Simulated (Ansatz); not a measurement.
```yaml
crystal:
  periodic: [false, false, false]
  atoms:
    - {symbol: Cl, position_ang: [-1.748767, -0.266363, 0.187685]}
    - {symbol: Si, position_ang: [-0.011496, 0.561846, -0.541877]}
    - {symbol: S, position_ang: [1.878896, -0.217998, 0.228540]}
    - {symbol: H, position_ang: [2.058777, 0.648616, 1.227022]}
basis:
  gaussian: {orbitals: def2-TZVP}
magnetization: {spin_polarized: true, initial_magnetization: 2}
hamiltonian: {xc: pbe0}
relax: {f_tol: 0.004, max_steps: 80}
```

```sh
$ ansatz run in.yaml --threads 1 --pin off --events-out ev --progress --plain --max-ram 2176MiB
```

Steps of the relaxation (energy above the last step; positions in Å, forces in eV/Å):

```
4
step 1, 46.9 meV
Cl   -1.749   -0.266    0.188   -0.033    0.067   -0.052
Si   -0.011    0.562   -0.542    0.787   -0.424    0.451
S     1.879   -0.218    0.229   -0.743    0.102   -0.658
H     2.059    0.649    1.227   -0.011    0.255    0.259
```

```
4
step 2, 11.8 meV
Cl   -1.743   -0.242    0.199    0.001    0.004   -0.007
Si    0.029    0.531   -0.510    0.254   -0.173    0.033
S     1.906   -0.211    0.189   -0.395    0.203   -0.098
H     1.985    0.647    1.223    0.140   -0.033    0.071
```

```
4
step 3, 0.3 meV
Cl   -1.762   -0.246    0.182    0.004   -0.007    0.006
Si    0.020    0.518   -0.508    0.038   -0.005   -0.002
S     1.880   -0.196    0.191   -0.038    0.074    0.067
H     2.039    0.650    1.236   -0.003   -0.062   -0.070
```

```
4
step 4, 0.0 meV
Cl   -1.759   -0.247    0.183   -0.002   -0.003    0.002
Si    0.021    0.520   -0.510    0.010    0.001   -0.002
S     1.876   -0.195    0.193   -0.006    0.020    0.022
H     2.039    0.649    1.235   -0.002   -0.019   -0.022
```

```
4
step 6, 0.0 meV
Cl   -1.758   -0.247    0.184    0.001    0.000    0.000
Si    0.022    0.520   -0.511   -0.001   -0.001    0.000
S     1.875   -0.196    0.194    0.000    0.001    0.001
H     2.039    0.649    1.234    0.000   -0.001   -0.001
```

Close pairs at the end: S3–H4 1.350 Å, Cl1–Si2 2.059 Å, Si2–S3 2.108 Å.

A stationary point of unrestricted PBE0 after 6 steps, with ⟨S²⟩ = 2.005 against 2.00 for a pure state; no frequencies were run, so it isn't proven a minimum. 31 s on 1 thread of Intel Xeon Platinum 8375C, shared host.
